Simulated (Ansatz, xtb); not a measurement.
Group exchange: H2S2 + C2H4Si → SiH3(SH) + C2H2S

Gas-phase species: H2S2 `SS`, singlet; C2H4Si (ethynylsilane) `C#C[SiH3]`, singlet; SiH3(SH), singlet; C2H2S (ethynethiol) `C#CS`, singlet. The partners trade SH for SiH3: S–SH and C–SiH3 bonds give way to S–SiH3 and C–SH.

Shapes, held fixed at every level: PBE0-D4/def2-TZVP. Flexible molecules stand in one conformer, not always the lowest. Programs: Ansatz 0.2.0, xtb 6.7.1. The zero-point and thermal change to 298 K, harmonic and unscaled (PBE0-D4/def2-TZVP), is -1.3 kJ/mol.

```tsv
level	kind	ΔH(298 K) (kJ/mol)	less CCSD(T)/CBS estimate
GFN0-xTB	semi-empirical	-56.9	-37.3
HF/def2-SVP	Hartree–Fock	-27.8	-8.2
SPW92/def2-TZVPP	LDA	-33.7	-14.1
B3LYP-D4/def2-TZVPP	global hybrid	-20.6	-1.0
MP2/def2-TZVPP	perturbation theory	-28.0	-8.4
CCSD(T)/def2-SVP	coupled cluster or CI	-37.6	-18.0
CCSD(T)/def2-TZVPP	coupled cluster or CI	-23.2	-3.6
CCSD(T)/CBS estimate	coupled cluster or CI	-19.6	0.0
```

The highest level, CCSD(T)/CBS estimate, gives ΔH(298 K) = -19.6 kJ/mol; the levels span -56.9 to -19.6. The column of differences is taken from that level and isn't an error. No measured value is set beside it here. The CBS estimate extrapolates MP2 from def2-TZVPP and def2-QZVPP and adds CCSD(T) − MP2 in the triple-zeta set, cores frozen.
